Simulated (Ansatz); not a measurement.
Process, species as SMILES: N (NH3) → NH3+ (doublet, bonded as N) + e-
B3LYP-D3(BJ)/def2-TZVP geometries, fixed; electronic energies without zero-point terms.

Basis-set convergence of the adiabatic ionisation energy at PBE with Ansatz (an electronic-structure program). Cartesian d functions, on some or all atoms, in 6-31G*, 6-31+G*; all else is spherical. The program fits the integrals of some runs and decomposes those of others, by size. Open shells are unrestricted. No added dispersion term, no relativity. Functions are those of the species that has most. Reference: the value in pcseg-4, 10.209 eV, itself unsure by roughly 0.004 eV (its mean distance from aug-pcseg-3, aug-cc-pVQZ, cc-pV5Z). Deviations are taken from unrounded values.

```tsv
basis	functions	adiabatic ionisation energy (eV)
6-31G*	21	9.837
6-31+G*	25	10.099
cc-pVDZ	29	9.861
aug-cc-pVDZ	50	10.184
def2-SVP	29	9.874
def2-SVPD	44	10.180
pcseg-1	29	10.070
aug-pcseg-1	50	10.235
6-311G**	36	9.977
6-311+G**	40	10.167
def2-TZVP	49	10.126
def2-TZVPD	64	10.189
cc-pVTZ	72	10.085
aug-cc-pVTZ	115	10.205
pcseg-2	72	10.181
aug-pcseg-2	115	10.211
def2-TZVPP	73	10.142
def2-TZVPPD	88	10.196
cc-pVQZ	145	10.156
aug-cc-pVQZ	218	10.209
def2-QZVPP	147	10.191
def2-QZVPPD	162	10.206
pcseg-3	159	10.208
aug-pcseg-3	232	10.209
```

What the diffuse functions change, pair by pair:
- 6-31G* to 6-31+G*: 4 more functions, deviation -0.371 to -0.110 eV
- cc-pVDZ to aug-cc-pVDZ: 21 more functions, deviation -0.347 to -0.025 eV
- def2-SVP to def2-SVPD: 15 more functions, deviation -0.335 to -0.029 eV
- pcseg-1 to aug-pcseg-1: 21 more functions, deviation -0.139 to 0.027 eV
- 6-311G** to 6-311+G**: 4 more functions, deviation -0.231 to -0.041 eV
- def2-TZVP to def2-TZVPD: 15 more functions, deviation -0.082 to -0.019 eV
- cc-pVTZ to aug-cc-pVTZ: 43 more functions, deviation -0.124 to -0.003 eV
- pcseg-2 to aug-pcseg-2: 43 more functions, deviation -0.028 to 0.003 eV
- def2-TZVPP to def2-TZVPPD: 15 more functions, deviation -0.066 to -0.013 eV
- cc-pVQZ to aug-cc-pVQZ: 73 more functions, deviation -0.052 to 0.001 eV
- def2-QZVPP to def2-QZVPPD: 15 more functions, deviation -0.017 to -0.003 eV
- pcseg-3 to aug-pcseg-3: 73 more functions, deviation -0.001 to 0.001 eV

They bring the value nearer the reference by more than 0.004 eV in 11 of 12 pairs.
